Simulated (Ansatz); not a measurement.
# S2: the cost of one run

Computed with Ansatz 0.2.0 through its Python package. The levels of theory stand in the script.

### Step 1. Starting point

Bond lengths: S1–S2 1.970 Å.

No structure file is read: the coordinates are typed or built in the script.

### Step 2. Script

Input file x2c_s2.py:

```python
import ansatz as az
import numpy as np

geometry_ang = [
    ("S", (0.0, 0.0, 0.0)),
    ("S", (0.0, 0.0, 1.97)),
]
geometry = az.Crystal.molecule()
for symbol, xyz in geometry_ang:
    geometry = geometry.atom(symbol, xyz)

job = (
    geometry.calculation()
    .functional("pbe0", dispersion="d4")
    .spin("collinear", total=2)
    .forces()
)
sets = {"none": "cc-pVTZ", "scalar": "cc-pVTZ-DK"}
found = {kind: job.basis(gaussian=basis).pseudopotentials(relativity=kind).run().report for kind, basis in sets.items()}
for kind, each in found.items():
    dipole = 4.803205 * np.linalg.norm(each["charge_distribution"]["dipole_moment_e_ang"])
    print(f"{kind:7s} E = {each['free_energy_ev']:.4f} eV  dipole {dipole:.3f} D  largest force component {np.abs(each['forces_ev_ang']).max():.4f} eV/A")
print(f"relativity lowers the total energy by {found['none']['free_energy_ev'] - found['scalar']['free_energy_ev']:.3f} eV")
```

### Step 3. The input behind the calls

The package turns the script's settings into the engine's input (first run):

```yaml
crystal:
  periodic: [false, false, false]
  atoms:
    - { symbol: S, position_ang: [0.0, 0.0, 0.0] }
    - { symbol: S, position_ang: [0.0, 0.0, 1.97] }
basis:
  gaussian:
    orbitals: cc-pVTZ
hamiltonian:
  xc: pbe0
  dispersion: d4
  pseudopotentials:
    relativity: none
magnetization:
  spin_polarized: true
  initial_magnetization: 2.0
output:
  forces: true
```

### Step 4. Running it

Run with:

```console
$ python x2c_s2.py
```

Q: Estimate wall time and peak memory on 1 thread of Arm Neoverse V2, shared host.

About 2.8 s, with a peak of 0.2 GiB.
